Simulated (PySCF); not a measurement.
SCF from a fresh guess for singlet SF₅⁺, at the PBE0 minimum. PySCF input:

```python
from pyscf import gto, scf, dft
mol = gto.M(atom='''
S      0.000000     0.000000     0.000000
F      0.000000    -0.000000     1.548662
F     -0.000000     0.000000    -1.548662
F      1.528463     0.000017    -0.000000
F     -0.764247     1.323679     0.000000
F     -0.764217    -1.323697    -0.000000''',
    basis={'S': 'def2-SVP', 'F': 'def2-SVP'},
    charge=1, spin=0)
mf = dft.RKS(mol, xc='PBE0')
mf.grids.atom_grid = (50, 194)
aux = {'S': 'def2-universal-JKFIT', 'F': 'def2-universal-JKFIT'}
mf = mf.density_fit(auxbasis=aux)
mf.conv_tol = 1e-08
mf.diis_space = 10
mf.max_cycle = 60
mf.init_guess = 'minao'
mf.verbose = 4
mf.kernel()
```

Excerpt of the output (cycles and frontier levels):

```
init E= -897.714826341364
  HOMO = -0.487875152777572  LUMO = -0.0702196710011331  gap/eV = 11.36498
cycle= 1 E= -895.425295648569  delta_E= 2.29  |g|= 1.31  |ddm|= 3.02
  HOMO = -0.711149956433137  LUMO = -0.451049766454806  gap/eV = 7.07769
cycle= 2 E= -895.007946981047  delta_E= 0.417  |g|= 2.12  |ddm|= 2.67
  HOMO = -0.752616341279778  LUMO = -0.37630197860664  gap/eV = 10.24004
cycle= 3 E= -895.754273696885  delta_E= -0.746  |g|= 0.0833  |ddm|= 1.58
  HOMO = -0.731757830691833  LUMO = -0.351279559567928  gap/eV = 10.35334
cycle= 4 E= -895.755072506359  delta_E= -0.000799  |g|= 0.0415  |ddm|= 0.0785
  HOMO = -0.736813385360766  LUMO = -0.354141134284633  gap/eV = 10.41304
cycle= 5 E= -895.755256203981  delta_E= -0.000184  |g|= 0.0234  |ddm|= 0.0375
  HOMO = -0.736861176353639  LUMO = -0.355030351526622  gap/eV = 10.39015
cycle= 6 E= -895.755344397705  delta_E= -8.82e-05  |g|= 0.000792  |ddm|= 0.0153
  HOMO = -0.736838488567891  LUMO = -0.354953614984217  gap/eV = 10.39162
cycle= 7 E= -895.75534450339  delta_E= -1.06e-07  |g|= 0.000153  |ddm|= 0.000626
  HOMO = -0.736845772646365  LUMO = -0.35497541708653  gap/eV = 10.39122
cycle= 8 E= -895.755344508162  delta_E= -4.77e-09  |g|= 1.4e-05  |ddm|= 0.000146
  HOMO = -0.73684442254822  LUMO = -0.35497603423499  gap/eV = 10.39117
Extra cycle  E= -895.755344508152  delta_E= 1.05e-11  |g|= 1.78e-05  |ddm|= 2.25e-05
converged SCF energy = -895.755344508152
```

No lower solution of this spin was found by a stability analysis within the restricted form, which does not test spin polarisation.

The search for the lowest solution, with the stability check, took 7.1 s on 2 threads of a shared Arm Neoverse N1 host, with 88 basis functions; the process peaked at 0.4 GiB. Launch command: `OMP_NUM_THREADS=2 python axn.py task.json out`.
